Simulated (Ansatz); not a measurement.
One elementary step

Start structure (BH$_{4}$SF, singlet), relaxed at PBE0-D4/def2-TZVP:

B1  (-0.811, -0.458, -0.010)
F2  (-0.527, -0.830, -1.291)
H3  (-0.714, -1.314, 0.837)
H4  (-1.665, 0.384, 0.133)
H5  (1.869, -0.060, 0.194)
S6  (0.872, 0.741, 0.608)
H7  (0.976, 1.536, -0.471)
(Å)

The step: BH₂F ([BH2][F]) + H₂S → BH₃S ([BH2][SH]) + HF; bonds formed: F2–H5; dative contacts that become bonds: B1–S6; bonds broken: B1–F2, H5–S6. Ansatz 0.2.0; basis: def2-TZVPP and def2-QZVPP; cores frozen in the correlated methods. Extrapolation: Hartree–Fock as exp(−7.88 √X), correlation as X^−2.97. Energies below are by CCSD(T) at an estimated basis limit (MP2 extrapolated from triple and quadruple zeta, plus CCSD(T) − MP2 in triple zeta).

(1) What are the electronic barrier and the energy of the step, from the start structure to the end structure? (To be estimated.)

T1 diagnostic: at most 0.013.

Results:

(1) By the calculation: Barrier 104.0 kJ/mol; step energy 42.3 kJ/mol (uphill); reverse barrier, their difference, 61.7 kJ/mol. Barrier and step energy count from the start structure, the reverse barrier from the end structure.

The saddle point: One imaginary mode of 901i cm⁻¹.
```json
{"pair": "B1–S6", "start (Å)": "2.16", "saddle (Å)": "1.96", "end (Å)": "1.78"}
{"pair": "F2–H5", "start (Å)": "2.92", "saddle (Å)": "1.16", "end (Å)": "0.93"}
{"pair": "B1–F2", "start (Å)": "1.36", "saddle (Å)": "1.59", "end (Å)": "3.55"}
{"pair": "H5–S6", "start (Å)": "1.34", "saddle (Å)": "1.65", "end (Å)": "2.32"}
```

Zero-point energy (harmonic, PBE0-D4): ZPE is 111.0 kJ/mol at the start and 104.8 kJ/mol at the saddle, so the barrier goes from 104.0 to 97.9 kJ/mol.

Labels in which every atom is bracketed show which atoms are joined, not bond orders.

For scale, one of the runs: CCSD(T)/def2-TZVPP, 160 basis functions, launched by `ansatz run in.yaml --threads 2 --pin off --events-out ev --progress --plain --max-ram 4352MiB`. Hardware: 2 CPU threads of an Arm Neoverse V1, shared host. Wall time 22 s; peak host memory 1.2 GiB.
